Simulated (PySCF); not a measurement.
## SMILES [CH+], [CH]+, charge +1

Molfile (atoms numbered from 1):
```
CH
     RDKit          3D

  2  1  0  0  0  0  0  0  0  0999 V2000
    0.5723    0.0384    0.0347 C   0  0  0  0  0  1  0  0  0  0  0  0
   -0.5695   -0.0371   -0.0489 H   0  0  0  0  0  0  0  0  0  0  0  0
  1  2  1  0
M  CHG  1   1   1
M  RAD  1   1   3
M  END
```

Method used: GIAO B3LYP/aug-pcSseg-1 magnetisability, rotational g tensor and spin-rotation constants, non-relativistic, gas phase in PySCF 2.14.0. Geometry: PBE0-D3(BJ)/def2-SVP.

For an ion the centre-of-mass motion in the field is neglected.

(1) Give the nuclear spin-rotation constants along the inertial axes (H = +C I·J) beside the isotropic shieldings.

Answers

(1) Rotational constants –, 412.9167, 412.9167 GHz. A star marks the isotopologue with that one atom substituted, in its own axes.
| atom | isotope | Caa (kHz) | Cbb (kHz) | Ccc (kHz) | mean (kHz) | σ (ppm) |
| --- | --- | --- | --- | --- | --- | --- |
| H2 | 1H | – | -69.773 | -69.773 | -69.773 | 29.9 |
| C1 | 13C* | – | 1272.627 | 1272.627 | 1272.627 | -1098.9 |

For the geometry as given, no vibrational averaging.
